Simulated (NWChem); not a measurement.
fluoromethane (CH$_{3}$F); SMILES CF

All runs: NWChem. The geometry was optimised at B3LYP/6-31G* (spherical d).

Question: Order these by “highest occupied level (eV)”, lowest first: B3LYP/cc-pVDZ; B3LYP/aug-cc-pVTZ; B3LYP/cc-pVTZ.

Answer: B3LYP/aug-cc-pVTZ (-9.66), B3LYP/cc-pVTZ (-9.49), B3LYP/cc-pVDZ (-9.12)
